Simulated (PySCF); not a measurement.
The numbers are results of TPSSh-D3(BJ)/def2-TZVP // PBE0-D3(BJ)/def2-SVP (PySCF), not measurements. Isolated molecules, 0 K electronic values unless said otherwise. Delta-SCF ions had no search for a lower state. Excitations are Tamm–Dancoff values on a coarser integration grid. The basis has no diffuse functions, so Rydberg states are missing or too high.

Reference species (SMILES): `CN(C)C` (neutral, multiplicity 1).

```yaml
vertical ionisation energy (Delta-SCF): 8.11 eV
S1 oscillator strength: 0.049
T1 excitation (TDA): 5.67 eV
dipole_moment: 0.39 D
```

Changed species: `COC` (free base O(CH3)2; the reference has free base N(CH3)3).

### Question
Predict the effect on the vertical ionisation energy (Delta-SCF), S1 oscillator strength, T1 excitation (TDA) and dipole moment.

### Answer
the vertical ionisation energy (Delta-SCF) goes up by 1.66 eV, to 9.77 eV; the S1 oscillator strength increases by 0.016, to 0.065; the T1 excitation (TDA) goes up by 1.30 eV, to 6.97 eV; the dipole moment goes up by 0.74 D, to 1.13 D.
